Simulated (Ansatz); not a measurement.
The input, for Ansatz 0.2.0:

```yaml
crystal:
  periodic: [false, false, false]
  atoms:
    - {symbol: C, position_ang: [0.000000, 0.333035, 1.722367]}
    - {symbol: O, position_ang: [0.000000, -0.312160, 0.630489]}
    - {symbol: Si, position_ang: [0.000000, -0.015246, -1.042169]}
    - {symbol: H, position_ang: [0.000000, 1.411369, -1.492570]}
basis:
  gaussian: {orbitals: cc-pVDZ}
total_charge: 1
magnetization: {spin_polarized: false, initial_magnetization: 4}
hamiltonian: {xc: hf, pseudopotentials: {relativity: none}}
output: {orbitals: {seedname: orbitals}}
```

```sh
$ ansatz run in.yaml --threads 1 --pin off --events-out ev --progress --plain --max-ram 2393MiB
```

Log:

```
489 factors; integrals over basis functions are off by at most 1.2e-3 eV
mean field evaluation 1: about -10924.3279 eV, gradient 4.6e1 eV
mean field evaluation 2: about -10924.3340 eV, gradient 4.6e1 eV
mean field evaluation 4: about -10930.6688 eV, gradient 7.5e0 eV
mean field evaluation 8: about -10931.2534 eV, gradient 2.0e0 eV
mean field evaluation 16: about -10931.3124 eV, gradient 8.4e-4 eV
mean field evaluation 32: about -10930.8696 eV, gradient 1.1e0 eV
mean field evaluation 64: about -10927.1713 eV, gradient 7.9e0 eV
mean field evaluation 96: about -10923.8908 eV, gradient 2.3e1 eV
mean field evaluation 128: about -10930.2133 eV, gradient 8.3e-1 eV
mean field -10931.31242012 eV, -401.7183219298 hartree, gradient 2.5e-5 eV, S^2 6.000000; 3 other end points of the search recorded, 0 dependent functions left out
reference -10931.31242012 eV, -401.7183219298 hartree; 16, 12 occupied and 35, 39 virtual orbitals, 489 factors
Total energy: -10931.31242012 eV, -401.7183219298 hartree
```

Ran on 1 thread of Arm Neoverse V2, shared host: 1.1 s wall, 0.08 GiB peak host memory.
